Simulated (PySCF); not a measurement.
## `C[C@H](F)C(=O)O`: 4 charge schemes on one density

Species: C3H5FO2.
Structure used (PBE0-D3(BJ)/def2-SVP), in Å, numbered top down from 1:
```
atom  x, y, z in Å
C1    -1.2323   -0.2593    0.6933
C2    -0.3217    0.4735   -0.2641
F3    -0.7698    0.3430   -1.5505
C4     1.1152   -0.0042   -0.1363
O5     1.6615   -0.1423    0.9261
O6     1.7055   -0.2215   -1.3075
H7    -1.2609   -1.3310    0.4483
H8    -2.2511    0.1455    0.6258
H9    -0.8606   -0.1441    1.7202
H10   -0.3014    1.5523   -0.0186
H11    2.6136   -0.4975   -1.1056
```

Density: PBE0/pcSseg-1 (PySCF); schemes: Mulliken, IAO, Hirshfeld and ESP-fitted. One conformer (not necessarily the lowest) at the PBE0-D3(BJ)/def2-SVP geometry, without solvent, vibrations or thermal averaging.

At which atom do the 4 schemes differ most?

At O6: from -0.573 (ESP-fitted) to -0.165 e (Hirshfeld), 0.408 e apart.

Do the Mulliken, IAO, Hirshfeld and ESP-fitted schemes agree on where the charge is lowest?

The schemes don't all agree: Mulliken O5 (-0.408); IAO O5 (-0.470); Hirshfeld O5 (-0.269); ESP-fitted O6 (-0.573).

Tabulate the Mulliken, IAO, Hirshfeld and ESP-fitted charges.

In e:

| atom | environment | Mulliken | IAO | Hirshfeld | ESP-fitted |
| --- | --- | --- | --- | --- | --- |
| C1 | methyl carbon | -0.286 | -0.427 | -0.121 | -0.415 |
| C2 | sp3 C–F carbon | +0.134 | +0.141 | +0.062 | +0.374 |
| F3 | alkyl fluorine | -0.314 | -0.313 | -0.110 | -0.272 |
| C4 | carboxylic acid carbon | +0.413 | +0.518 | +0.209 | +0.592 |
| O5 | acid carbonyl oxygen | -0.408 | -0.470 | -0.269 | -0.540 |
| O6 | acid hydroxyl oxygen | -0.334 | -0.455 | -0.165 | -0.573 |
| H7 | methyl hydrogen | +0.130 | +0.151 | +0.047 | +0.133 |
| H8 | methyl hydrogen | +0.138 | +0.154 | +0.051 | +0.119 |
| H9 | methyl hydrogen | +0.143 | +0.167 | +0.052 | +0.117 |
| H10 | methine hydrogen | +0.142 | +0.159 | +0.055 | +0.023 |
| H11 | acid proton | +0.243 | +0.376 | +0.189 | +0.444 |

Mean size of the charges over all atoms: ESP-fitted 0.327 e, IAO 0.303 e, Mulliken 0.244 e, Hirshfeld 0.121 e. Each set sums to the total charge, 0, to within 0.001 e. The Mulliken scheme gives each basis function's population to the atom it is centred on and halves the overlap population of two atoms between them. The Hirshfeld scheme divides the density at each point in proportion to the densities of the neutral, spherically averaged free atoms.

Sum the charges by element, for elements with more than one atom.

| element | atoms | Mulliken | IAO | Hirshfeld | ESP-fitted |
| --- | --- | --- | --- | --- | --- |
| C | 3 | +0.261 | +0.232 | +0.150 | +0.551 |
| O | 2 | -0.742 | -0.925 | -0.434 | -1.113 |
| H | 5 | +0.795 | +1.006 | +0.394 | +0.835 |

How many electrons does the IAO scheme count on O5?

Z − q = 8 − (-0.470) = 8.470.
